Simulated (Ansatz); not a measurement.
Process, species as SMILES: C1=CC1 + 4 [H][H] (H2) → 3 C (CH4)
B3LYP-D3(BJ)/def2-TZVP geometries, fixed; electronic energies without zero-point terms.
Largest species:
```xyz
7

C     -0.0054     0.0051     0.8609
C     -0.0002    -0.6463    -0.4958
C      0.0065     0.6404    -0.5035
H      0.9023     0.0040     1.4624
H     -0.9206     0.0134     1.4509
H     -0.0016    -1.5779    -1.0322
H      0.0147     1.5655    -1.0509
```
Charge 0, spin multiplicity 1.

Effect of a fitting basis named in the input at PBE/def2-TZVPP with Ansatz (a quantum-chemistry and plane-wave program), against the last row, where the energy of full hydrogenation is -140.24 kcal/mol. The default fits or decomposes integrals by the program's own choice; accuracy: high also tightens integrals, grids and stops.

| setting | largest shift of a total energy (mEh) | shift of the energy of full hydrogenation (kcal/mol) |
|---|---|---|
| fitting: def2-SV(P)-JKFIT | -0.072 | -0.008 |
| fitting: def2-universal-JKFIT | -0.072 | -0.008 |
| fitting: cc-pVTZ-JKFIT | -0.037 | -0.009 |
| fitting: cc-pVQZ-JKFIT | -0.011 | 0.001 |
| fitting: cc-pV5Z-JKFIT | -0.008 | 0.000 |
| fitting: def2-universal-JFIT | -0.124 | 0.175 |
| accuracy: high | 0.001 | 0.000 |
| accuracy: medium (default) | 0.000 | 0.000 |

Within 0.1 kcal/mol in the energy of full hydrogenation: fitting: def2-SV(P)-JKFIT; fitting: def2-universal-JKFIT; fitting: cc-pVTZ-JKFIT; fitting: cc-pVQZ-JKFIT; fitting: cc-pV5Z-JKFIT; accuracy: high. The largest shift is 0.124 mEh in a total energy and 0.175 kcal/mol in the difference.
